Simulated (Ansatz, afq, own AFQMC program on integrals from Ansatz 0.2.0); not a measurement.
AFQMC on a folder of integrals that Ansatz 0.2.0 wrote.

```yaml
crystal:
  periodic: [false, false, false]
  atoms:
    - {symbol: O, position_ang: [-0.666190, 0.902550, 0.926111]}
    - {symbol: Ti, position_ang: [-0.558922, -0.317463, -0.568764]}
    - {symbol: Cl, position_ang: [-0.999399, -2.447262, -1.122734]}
    - {symbol: I, position_ang: [-0.037579, 2.391713, -1.164102]}
    - {symbol: H, position_ang: [-1.336110, 1.365561, 1.441189]}
basis:
  gaussian: {orbitals: def2-SVP}
magnetization: {spin_polarized: true, initial_magnetization: 3}
correlation: {method: ccsd_t, electrons: outside_noble_gas, hamiltonian_folder: ham}
```

```sh
$ ansatz run in.yaml --threads 1 --pin off --events-out ev --progress --plain --max-ram 24576MiB --backend cuda --devices 0, --max-vram 18GiB
```

Options of the walk:

```
--method phaseless --trial cisd --walkers 3700 --populations 20 --least-time 60 --time-step 0.005 --steps-per-block 50 --equilibration-blocks 40 --max-blocks 4000 --target-error 0.0003 --factor-cut 1e-05 --start spin_pure --seed 7221 --release-times 0.24,0.48,0.8,1.2 --release-step 0.04 --release-every 5 --taylor-order 6
```

Times are imaginary, in 1/Eh. The walk had a cap of 364 s. With eight or more populations the least sampling time is a fifth of least-time, and the error comes from their spread. Filled inner d shells are frozen with the cores. Core potentials past Kr, no spin–orbit coupling.

Log:

```
orbitals 70  electrons 14 11  factors 601 of 1025
reference energy -1679.83149951 Eh
CCSD correlation -0.49495262 Eh in 38 cycles, weight of the determinant in the CISD state 0.8036
energy of the start -1680.324996 Eh
 block  time / (1/Eh)  mean weight  energy / Eh
     1     0.250  0.9997  -1680.310768
     2     0.500  0.9996  -1680.317485
     3     0.750  0.9998  -1680.323992
     4     1.000  1.0000  -1680.327816
     5     1.250  1.0004  -1680.331627
     7     1.750  1.0000  -1680.336525
     9     2.250  1.0003  -1680.337718
    11     2.750  0.9999  -1680.338554
    15     3.750  0.9997  -1680.339239
    19     4.750  0.9999  -1680.340244
    23     5.750  1.0002  -1680.342268
    27     6.750  0.9999  -1680.340909
    31     7.750  0.9999  -1680.338367
    35     8.750  1.0000  -1680.344110
    39     9.750  0.9998  -1680.341431
    43    10.750  1.0003  -1680.340021
    47    11.750  0.9998  -1680.341869
    51    12.750  0.9998  -1680.339845
    55    13.750  1.0000  -1680.340237
    59    14.750  0.9998  -1680.339669
    63    15.750  1.0000  -1680.340195
    67    16.750  0.9998  -1680.338684
    71    17.750  1.0002  -1680.338438
    75    18.750  1.0002  -1680.340319
    77    19.250  0.9997  -1680.337281
    79    19.750  0.9995  -1680.337794
    83    20.750  0.9999  -1680.338357
    87    21.750  1.0002  -1680.337785
    91    22.750  1.0002  -1680.339990
    93    23.250  1.0001  -1680.344481
    95    23.750  1.0001  -1680.341381
    99    24.750  1.0000  -1680.342577
error from the spread of 20 populations
released: time / (1/Eh)  energy / Eh  error  mean overlap
  0.24  -1680.340891  0.000394  0.9941
  0.48  -1680.340975  0.000334  0.9968
  0.80  -1680.341193  0.000335  0.9944
  1.20  -1680.341022  0.000456  1.0005
energy -1680.340285 +/- 0.000297 Eh
(rows thinned)
```

The run passed its tests (sampling time, drift between the halves within three errors, error under three times the target), which doesn't prove that it has relaxed.

Against this walk (error 8.1 meV) on the same determinant: CCSD(T) 38.5 meV higher. The error is statistical and leaves out the bias of the constraint. Released to 1.20 1/Eh the energy moves by -20 ± 15 meV (both errors), within twice the noise.

Cautions: constraint bias not in the error; no spin-orbit coupling; no relativity below Rb; outer-core shells of the metal frozen; inner d shell frozen; higher spins were not checked.

The walk took 4.9 min on 1 × NVIDIA H100 80GB HBM3 with 2 threads of AMD EPYC 7R13 Processor (Zen 3), with other jobs on the host (the card was shared). The log's last line is the phaseless energy.
